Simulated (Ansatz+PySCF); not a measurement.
Results of a calculation; reference values are marked as such.
Input for PySCF 2.14.0:

```python
from pyscf import gto, scf, cc

mol = gto.M(atom="""
Li 0.000000 0.000000 0.000000
H 1.743080 0.000000 1.006370
H -1.686920 0.000000 0.973940
""", basis='6-31g', charge=0, spin=1)
mf = scf.UHF(mol)
mf.kernel()
mycc = cc.CCSD(mf, frozen=None).run()
et = mycc.ccsd_t()
print(mf.e_tot, mycc.e_corr, et, mycc.e_tot + et)
```

The script is written out from the run's settings.

Results

* Converged: yes
* Reference energy: -8.46931 hartree
* CCSD correlation energy: -0.02748 hartree
* Triples correction: -0.00028 hartree
* Total energy: -8.49707 hartree
* Spin squared of the determinant: 0.915

Caution: large amplitudes, a single reference is doubtful; the unrestricted determinant is spin contaminated.
